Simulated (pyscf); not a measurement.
One four-centre exchange on the singlet surface with elements of a group swapped. ωB97M-D3(BJ)/def2-TZVP, eV, from the separated reactants. Optimised with ωB97X-D3(BJ)/def2-SVP in PySCF.

```csv
step,barrier,reaction energy,imaginary mode (i cm⁻¹)
`[CH3][SnH3]` + `[FH]` -> `[CH3][SnH2][F]` + `[H][H]`,1.08,-0.47,1124
`[CH3][GeH3]` + `[ClH]` -> `[CH3][GeH2][Cl]` + `[H][H]`,1.60,-0.62,967
`[CH3][SnH3]` + `[ClH]` → `[CH3][SnH2][Cl]` + `[H][H]`,1.13,-0.79,1033
`[CH3][SiH3]` + `[ClH]` → `[CH3][SiH2][Cl]` + `[H][H]`,___,___,923
```

Complete the blanks.


- `[CH3][SiH3]` + `[ClH]` → `[CH3][SiH2][Cl]` + `[H][H]`, barrier: 1.47
- `[CH3][SiH3]` + `[ClH]` → `[CH3][SiH2][Cl]` + `[H][H]`, reaction energy: -0.85

Each row is the saddle that its search found. Elements up to Kr have no core potential and no relativistic terms here. Elements past Kr carry the def2 core potentials, without spin-orbit coupling.
